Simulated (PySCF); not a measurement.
Two structures of CH₅Al, closed shell, reached by relaxing down either side of one saddle point (PBE0-D4/def2-TZVP). Energies are electronic, without zero-point energy. Program: PySCF 2.14 with density fitting (its default auxiliary sets; JK sets also for MP2 and CCSD(T)). Basis: def2-TZVPP and def2-QZVPP. Cores are frozen in the correlated methods. Extrapolation: Hartree–Fock as exp(−7.88 √X), correlation as X^−2.97. First:

```xyz
7
angstrom
Al 0.1572 0.7468 0.7324
C -0.1077 -0.6238 -0.6296
H 1.5020 1.5925 0.8083
H -0.9876 1.0322 1.7993
H 0.7239 -0.7012 -1.3332
H -0.2454 -1.6057 -0.1629
H -1.0209 -0.4308 -1.2029
```

Second:

Al1  (-0.384, 1.755, 1.767)
C2  (0.421, -0.515, -0.653)
H3  (1.085, 0.191, -0.148)
H4  (-1.737, 0.822, 1.506)
H5  (0.953, -0.934, -1.507)
H6  (0.140, -1.313, 0.032)
H7  (-0.478, -0.006, -0.999)
(Å)

Which bonds change from the first to the second?

CH₅Al ([CH3][AlH2]) → AlH + CH₄; bonds formed: C2–H3; bonds broken: Al1–C2, Al1–H3.

Give the saddle point's structure and its height above each. (To be estimated.)

The calculation gives: 309.4 kJ/mol above the first and 209.7 kJ/mol above the second (CCSD(T) at an estimated basis limit (MP2 extrapolated from triple and quadruple zeta, plus CCSD(T) − MP2 in triple zeta)).
```xyz
7
angstrom
Al -0.0140 1.0849 1.1449
C 0.1272 -0.4166 -0.5225
H 1.1366 0.8293 0.0969
H -1.4447 0.5495 1.5519
H 0.9806 -0.5312 -1.1905
H -0.0253 -1.3482 0.0303
H -0.7605 -0.1678 -1.1111
```

The T1 diagnostic stays at or below 0.017. The restricted Hartree–Fock reference is unstable towards an unrestricted one at one or more of these structures. A large double-excitation amplitude points to some diradical character; no triplet was computed. The end structure is not quite a true minimum (one mode of 27i cm⁻¹).

Labels in which every atom is bracketed show which atoms are joined, not bond orders.

For scale, one of the runs: CCSD(T)/def2-TZVPP, 143 basis functions, launched by `OMP_NUM_THREADS=4 python run.py`. The run took 26 s on 4 CPU threads of an INTEL XEON PLATINUM 8581C (shared host), with 0.61 GiB of host memory at its peak.
